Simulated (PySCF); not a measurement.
One molecule, a ladder of functionals, a line

Molecule: SMILES FC(CO)F, C2H4F2O.

Mapped SMILES: `[OH:1][CH2:2][CH:3]([F:4])[F:5]`. Hydrogens are named by the atom that carries them.

GIAO shieldings (ppm, equivalent atoms averaged) in PySCF 2.14 on the PBE0-D3(BJ)/def2-SVP geometry, basis pcSseg-2, gas phase, non-relativistic:

```csv
functional,exact exchange (%),σ(O1),σ(C3),σ(C2),σ(F4/F5)
BLYP,0,315.9,47.4,103.5,303.9
BP86,0,321.0,52.7,109.0,307.1
PBE,0,321.1,52.5,108.9,305.4
PBE0,25,329.1,62.0,116.7,322.6
mPW1PW91,25,328.0,61.4,116.1,323.2
BHandHLYP,50,331.5,66.3,118.6,335.2
HF,100,341.1,83.8,131.1,359.3
```

(1) Fit each shielding as a line in the percentage of exact exchange.

(2) What does the line predict for B3LYP (20 %), and what does the run give?

## Answers

(1) σ(O1) = 320.6 + 0.22 x (rms 2.3 ppm); σ(C3) = 51.6 + 0.32 x (rms 2.1 ppm); σ(C2) = 108.1 + 0.24 x (rms 2.3 ppm); σ(F4/F5) = 306.9 + 0.54 x (rms 2.0 ppm). The functionals also differ in their semilocal parts, which the line can't hold; Hartree–Fock has no correlation at all.

(2) σ(O1): 325.0 predicted, 323.3 computed; σ(C3): 58.0 predicted, 55.4 computed; σ(C2): 112.9 predicted, 110.2 computed; σ(F4/F5): 317.7 predicted, 318.0 computed ppm.
